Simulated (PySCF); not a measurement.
Species: CClF3.
Numbering: `[F:1][C:2]([F:3])([F:4])[Cl:5]`

Computed with core-valence-separated Tamm–Dancoff BHandHLYP/aug-pcX-1 (def2-SVPD on Cl) in PySCF, non-relativistic, gas phase, PBE0-D3(BJ)/def2-SVP geometry. No empirical shift is added; at this level the pattern usually sits a few eV under experiment.

Question: Give energies, oscillator strengths and core holes at the F K edge.

Answer: 
```tsv
E (eV)	f	core hole on	main final orbital
687.10	0.0900	F1/F3/F4	LUMO (3 roots, f summed)
688.35	0.0071	F1/F3/F4	LUMO+1 (3 roots, f summed)
689.06	0.0623	F1/F3/F4	LUMO (3 roots, f summed)
689.57	0.0298	F1/F3/F4	LUMO+3/LUMO+4 (3 roots, f summed)
689.72	0.0144	F1/F3/F4	LUMO+2 (3 roots, f summed)
```

The first line with a tenth or more of the strongest one's intensity is at 687.10 eV (f = 0.090, sum of 3), with the hole on F1/F3/F4 (fluorine of a CF3 group). It is also the strongest listed.

Question: Give energies, oscillator strengths and core holes at the C K edge.

Answer: 
| E (eV) | f | core hole on | main final orbital |
| --- | --- | --- | --- |
| 291.21 | 0.0836 | C2 | LUMO (57 %) |
| 293.75 | 0.2020 | C2 | LUMO+10/LUMO+11 (2 roots, f summed) |
| 295.35 | 0.0056 | C2 | LUMO+1 (62 %) |
| 296.57 | 0.0001 | C2 | LUMO+2 (90 %) |
| 296.83 | 0.0034 | C2 | LUMO+3/LUMO+4 (2 roots, f summed) |

The first line with a tenth or more of the strongest one's intensity is at 291.21 eV (f = 0.084), with the hole on C2 (CF3 carbon). The strongest listed is at 293.75 eV (f = 0.202, sum of 2; C2).

Roots within 0.03 eV whose holes lie on the same, on equivalent or on shared atoms are summed into one line, and the highest roots are left out, as the search may have cut off their partners. Final orbitals are the ground state's empty Kohn–Sham orbitals.

Question: What are the wavelength and the wavenumber of the 689.57 eV line?

Answer: λ = 12398.42 eV Å/689.57 eV = 17.980 Å; 5.5618 × 10⁶ cm⁻¹.

The ionisation thresholds weren't computed; near and above them a finite basis only mimics Rydberg series and continuum.
